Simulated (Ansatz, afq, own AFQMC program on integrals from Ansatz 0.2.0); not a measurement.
# Where AFQMC and coupled cluster stand for Si2H3, doublet

```yaml
atoms:
  - { symbol: Si, position_ang: [0.0000, 0.0235, 1.0897] }
  - { symbol: Si, position_ang: [0.0000, -0.0769, -1.1897] }
  - { symbol: H, position_ang: [0.0000, 1.2166, 1.9857] }
  - { symbol: H, position_ang: [0.0000, -1.1800, 1.9697] }
  - { symbol: H, position_ang: [0.0000, 1.4507, -1.1705] }
```

Connectivity, by distances: SiH2–SiH.

Basis aug-cc-pVDZ. Only valence electrons are correlated. Ansatz 0.2.0 and our own AFQMC program on the same integrals; the CISD trial comes from CCSD amplitudes, and released means the phaseless constraint is let go. ± is one standard error of the sampling.

Determinant: UHF, the one that the program's search chose, which needn't be the lowest solution. The geometry is a PBE0/def2-TZVP stationary point of this or a neighbouring charge and spin state.

No full CI on the walks' own integrals is used here; CCSDT(Q) serves as the reference and is uncertain by about the last step of the cluster series.

Cautions: the released energies are still falling, so no released level is given (meV from the phaseless value at times in 1/Eh: -5 ± 4 at 0.24, -11 ± 3 at 0.51, -16 ± 3 at 0.99, -23 ± 3 at 1.62, -26 ± 4 at 2.40), though the last usable value meets CCSDT(Q) within the noise.

The T1 diagnostic is 0.0187, the weight of the determinant in the CISD state is 0.851 and the ⟨S²⟩ of the determinant is 0.767. The size of the correlated space is 11 electrons in 71 orbitals.

Reference: CCSDT(Q), correlation energy -6.335 eV.

```tsv
level	E − E(reference) (mEh)	share of correlation (%)
HF	232.79	0.00
MP2	53.46	77.04
CCSD	9.97	95.72
CCSD(T)	2.09	99.10
CCSDT	0.46	99.80
ph-AFQMC/HF	1.35 ± 0.99	99.42
ph-AFQMC/CISD	0.85 ± 0.18	99.63
```

A walk keeps the symmetry of its determinant, which the program's search chose and which needn't be the lowest solution, so a lower state of the same spin and another symmetry isn't excluded.
